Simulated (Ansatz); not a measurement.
Results of HSE06+SOC in Ansatz (PAW) for α-phase S.

Settings: plane-wave cutoff 500 eV, 4×4×4 k mesh, gaussian smearing 0.02 eV, PAW data made under PBE.

Cell (relaxed with r²SCAN):

Space group Fddd, origin choice 1 (No. 70); a = 10.7984 Å, b = 13.2409 Å, c = 24.9035 Å, α = β = γ = 90.00°

```json
[
 {"atom": "S", "site": "32h", "symmetry": "1", "x": "0.0189", "y": "0.0760", "z": "0.4230"},
 {"atom": "S", "site": "32h", "symmetry": "1", "x": "0.3373", "y": "0.1044", "z": "0.1291"},
 {"atom": "S", "site": "32h", "symmetry": "1", "x": "0.0902", "y": "0.1519", "z": "0.2989"},
 {"atom": "S", "site": "32h", "symmetry": "1", "x": "0.0867", "y": "0.0322", "z": "0.2463"}
]
```
(The calculation used a cell of 32 atoms; values per cell refer to that cell.)

Problem. Predict the band gap.

Solution. 
band gap: 3.27 eV (on the SCF k mesh)

Note: cell and atoms aren't relaxed at this level (largest force component 0.21 eV/Å, pressure -0.3 GPa).

The computed numbers hold no vibrational or temperature effects.

Ansatz is a first-principles code.
